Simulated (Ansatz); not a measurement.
Input for Ansatz (development build ahead of 0.2.0):

```yaml
crystal:
  periodic: [false, false, false]
  atoms:
    - { symbol: C, position_ang: [0.0, 0.0, 0.0] }
    - { symbol: H, position_ang: [0.0, 2.622, -1.7955] }
    - { symbol: O, position_ang: [0.0, 0.0, 1.176] }
basis:
  gaussian: { orbitals: cc-pVDZ }
magnetization:
  spin_polarized: true
  initial_magnetization: 1
hamiltonian:
  xc: hf
correlation:
  method: ccsd_t
  frozen_orbitals: { C: 1, H: 0, O: 1 }
```

The input is written out in the form of the current development build from the run's settings.

Results

```yaml
Converged: yes
Reference_energy: -113.23877 hartree
CCSD_correlation_energy: -0.30136 hartree
Triples_correction: -0.01201 hartree
Total_energy: -113.55213 hartree
Spin_squared_of_the_determinant: 0.750
```
